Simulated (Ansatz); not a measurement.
`C/C=C\C` → `C/C=C/C`  (isomerisation)

Calculated with Ansatz (gas phase, PBE0-D4/def2-TZVP geometries, no zero-point term in ΔE). CCSD(T)/CBS is the MP2 limit (def2-TZVPP, def2-QZVPP) plus CCSD(T) − MP2 in def2-TZVPP, frozen cores. Double bonds are as drawn, so ΔE can hold a change between cis and trans. Functionals use def2-TZVPP.

```tsv
level	ΔE (kcal/mol)
PBE	-1.1
SCS-MP2/def2-TZVPP	-1.2
```

What does CCSD(T)/CBS give? (An estimate is asked.)

Computed: -1.0 kcal/mol. The listed levels differ from it by -0.1, -0.2 kcal/mol.

Largest T1 diagnostic among the species: 0.010.

Leaving LDA and LC-ωPBE aside and taking each functional with its dispersion term where it has one, the values, not all of them listed here, spread over 0.3 kcal/mol, from B2PLYP to revPBE-D4.
